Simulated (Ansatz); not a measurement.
**Isomers of C5H8**

2 of its isomers, all singlets with charge 0: A = methylenecyclobutane `C=C1CCC1`; B = 3-methylbut-1-yne `C#CC(C)C`.

Shapes, held fixed at every level: PBE0-D4/def2-TZVP. Programs: Ansatz 0.2.0.

A:

```xyz
13

C    -0.9704    1.7186    0.2260
C    -0.2469    0.6148    0.1612
C    -0.3535   -0.7474    0.8069
C     0.5046   -1.3007   -0.3565
C     0.8850    0.1531   -0.7273
H    -1.8099    1.8031    0.9079
H    -0.7521    2.5746   -0.4035
H    -1.3542   -1.1596    0.9484
H     0.1783   -0.7894    1.7625
H    -0.1106   -1.7673   -1.1270
H     1.3192   -1.9767   -0.0958
H     0.8482    0.4417   -1.7794
H     1.8623    0.4352   -0.3235
```

B:

```xyz
13

C    -1.2081    1.7377   -1.3498
C    -0.4697    0.9449   -0.8317
C     0.4086   -0.0235   -0.1862
C     0.6614    0.3584    1.2718
C    -0.1600   -1.4371   -0.3044
H    -1.8589    2.4412   -1.8120
H     1.3683    0.0038   -0.7175
H     1.3538   -0.3505    1.7317
H    -0.2729    0.3425    1.8375
H     1.0874    1.3597    1.3492
H    -0.3181   -1.7128   -1.3479
H    -1.1189   -1.5068    0.2140
H     0.5271   -2.1577    0.1454
```

Electronic energies in kJ/mol, without zero-point or thermal terms.

From chemical knowledge, estimate the order of stability.

A < B in rising energy, over a span of 20 kJ/mol, by CCSD(T)/CBS estimate. All levels agree on that. The B − A difference spans +13.0 to +33.7 kJ/mol over the levels. The CBS estimate extrapolates MP2 from def2-TZVPP and def2-QZVPP and adds CCSD(T) − MP2 in the triple-zeta set, cores frozen.

```
               level                    kind  B − A
       HF/def2-TZVPP            Hartree–Fock  +13.0
r2SCAN-D4/def2-TZVPP                meta-GGA  +33.7
  wB97M-V/def2-TZVPP  range-separated hybrid  +30.6
      MP2/def2-TZVPP     perturbation theory  +14.7
    CCSD(T)/def2-SVP   coupled cluster or CI  +25.7
       CCSD/def2-SVP   coupled cluster or CI  +26.1
  CCSD(T)/def2-TZVPP   coupled cluster or CI  +21.8
CCSD(T)/CBS estimate   coupled cluster or CI  +19.8
```
